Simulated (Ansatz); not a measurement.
# Calcium, fcc under LDA: testing the plane-wave cutoff

How high must the plane-wave cutoff be for energy and pressure to settle? The geometry was relaxed under LDA beforehand and stays fixed; 9 values are run, from 150 to 800 eV. Wanted are the values from which on the energy stays within 10 and 1 meV/atom, and the pressure within 0.5 GPa, of the last run. Within the series other settings stay. Spin polarisation is left out.

Method: DFT LDA, plane waves with PAW, scalar-relativistic, in Ansatz 0.2.0.

## 1. The system as given

It takes space group Fm-3m (No. 225, cubic). Conventional cell: a = 5.343 Å, b = 5.343 Å, c = 5.343 Å, α = 90.00°, β = 90.00°, γ = 90.00°. Ca (site symmetry m-3m) is surrounded by 12 Ca at 3.78 Å.

Structure file:

```cif
data_structure
_symmetry_space_group_name_H-M 'P 1'
_symmetry_Int_Tables_number 1
_cell_length_a 3.7780
_cell_length_b 3.7780
_cell_length_c 3.7780
_cell_angle_alpha 60.000
_cell_angle_beta 60.000
_cell_angle_gamma 60.000
_cell_volume 38.13
loop_
_atom_site_label
_atom_site_type_symbol
_atom_site_fract_x
_atom_site_fract_y
_atom_site_fract_z
_atom_site_occupancy
Ca1 Ca 0.00000 0.00000 0.00000 1
```

## 2. The usual settings first

input.yaml

```yaml
crystal:
  lattice:
    - [0.0, 2.671453275, 2.671453275]
    - [2.671453275, 0.0, 2.671453275]
    - [2.671453275, 2.671453275, 0.0]
  atoms:
    - { symbol: Ca, position: [0.0, 0.0, 0.0] }
hamiltonian:
  xc: lda
  pseudopotentials:
    kind: paw
    azcp:
      Ca: "pseudopotentials/Ca.paw.azcp"
basis:
  ecutwfc: 420
  fft_grid_basis: typed
kpoints:
  mp_grid: { grid: [17, 17, 17], shift: [0, 0, 0] }
magnetization:
  spin_polarized: false
scf:
  occupations: { method: fermi_dirac, width: 0.1 }
  lower_state_search: "off"
output:
  stress: true
  write_density: true
  write_potential: true
  elf: true
  volumetric_format: npy
```

Launch:

```bash
$ ansatz run input.yaml --threads 2 --pin off --max-ram 5120MiB --backend cpu --events-out ev --progress --plain --runs-dir out
```

## 3. Run at 150 eV

The run at 150 eV.

input.yaml: that of step 2 with these lines changed.

```diff
@@ -14,6 +14,6 @@
 basis:
-  ecutwfc: 420
+  ecutwfc: 150
   fft_grid_basis: typed
 kpoints:
-  mp_grid: { grid: [17, 17, 17], shift: [0, 0, 0] }
+  mp_grid: { grid: [10, 10, 10], shift: [0, 0, 0] }
 magnetization:
@@ -25,5 +25 @@
   stress: true
-  write_density: true
-  write_potential: true
-  elf: true
-  volumetric_format: npy
```

## 4. Run at 200 eV

The run at 200 eV.

input.yaml: that of step 3 with these lines changed.

```diff
@@ -14,3 +14,3 @@
 basis:
-  ecutwfc: 150
+  ecutwfc: 200
   fft_grid_basis: typed
```

## 5. Run at 250 eV

The run at 250 eV.

input.yaml: that of step 4 with these lines changed.

```diff
@@ -14,3 +14,3 @@
 basis:
-  ecutwfc: 200
+  ecutwfc: 250
   fft_grid_basis: typed
```

## 6. Run at 300 eV

The run at 300 eV.

input.yaml: that of step 5 with these lines changed.

```diff
@@ -14,3 +14,3 @@
 basis:
-  ecutwfc: 250
+  ecutwfc: 300
   fft_grid_basis: typed
```

## 7. Run at 350 eV

The run at 350 eV.

input.yaml: that of step 6 with these lines changed.

```diff
@@ -14,3 +14,3 @@
 basis:
-  ecutwfc: 300
+  ecutwfc: 350
   fft_grid_basis: typed
```

## 8. Run at 420 eV

The run at 420 eV.

input.yaml: that of step 7 with these lines changed.

```diff
@@ -14,3 +14,3 @@
 basis:
-  ecutwfc: 350
+  ecutwfc: 420
   fft_grid_basis: typed
```

## 9. Run at 500 eV

The run at 500 eV.

input.yaml: that of step 8 with these lines changed.

```diff
@@ -14,3 +14,3 @@
 basis:
-  ecutwfc: 420
+  ecutwfc: 500
   fft_grid_basis: typed
```

## 10. Run at 600 eV

The run at 600 eV.

input.yaml: that of step 9 with these lines changed.

```diff
@@ -14,3 +14,3 @@
 basis:
-  ecutwfc: 500
+  ecutwfc: 600
   fft_grid_basis: typed
```

## 11. Run at 800 eV

The run at 800 eV.

input.yaml: that of step 10 with these lines changed.

```diff
@@ -14,3 +14,3 @@
 basis:
-  ecutwfc: 600
+  ecutwfc: 800
   fft_grid_basis: typed
```

(Steps that only read results are left out.)

Before running it: what results should come out?

The runs gave:

| quantity | value |
| --- | --- |
| E(σ → 0) stays within 10 meV/atom of 800 eV | from 350 eV on |
| E(σ → 0) stays within 1 meV/atom | from 420 eV on |
| pressure stays within 0.5 GPa | from 200 eV on |
| pressure at 800 eV | -0.01 GPa |
| CPU time, dearest over cheapest | 3.9 |
| run at the usual settings (mesh 17×17×17 against the series' 10×10×10, 420 eV) | +1.1 meV/atom from 800 eV, -0.01 GPa |

What this shows: At 150 eV the energy differs by +8422 meV/atom and the pressure by +2.5 GPa. The energy falls at each step up in cutoff, as the variational principle asks. Total energies within 1 meV/atom need 420 eV; differences between like structures often settle sooner. The cell taken over is 13 % smaller than the measured one (43.63 Å³/atom, COD), which weighs on all values here.
